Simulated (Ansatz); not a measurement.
System: rutile SnO₂. Method: PBE (plane waves, PAW; Ansatz, a quantum-chemistry and plane-wave program).

Run with plane-wave cutoff 520 eV, 6×6×8 k mesh (along the axes of the cell as run), scalar-relativistic PAW data made under PBE.

Computed at the level's own relaxed cell.

Hill averages of the elastic tensor: K = 171.8 GPa, G = 84.3 GPa. Volume 12.578 Å³/atom, mean atomic mass 50.236 u.

Problem. Work out the density, the sound velocities of a polycrystal and the elastic Debye temperature at this level.

Solution. ρ = 1.66054 × 50.236/12.578 = 6.632 g/cm³. v_l = √[(K + 4G/3)/ρ] = 6.546 km/s and v_t = √(G/ρ) = 3.565 km/s. The mean follows from 3/v_m³ = 1/v_l³ + 2/v_t³: v_m = 3.977 km/s. Θ_D = (ħ/k_B) v_m (6π²/V)^(1/3) = 76.38 K Å s/km × 3.977 × 1.6760 Å⁻¹ = 509 K, counting all atoms of the cell.

Measured, for comparison: Voigt–Reuss–Hill shear modulus 102 GPa (temperature not stated, no zero-point or thermal correction, Hill average of measured single-crystal constants; as tabulated in Oses et al. (2018), arXiv:1811.08464). Computed less measured: Voigt–Reuss–Hill shear modulus -17 %.
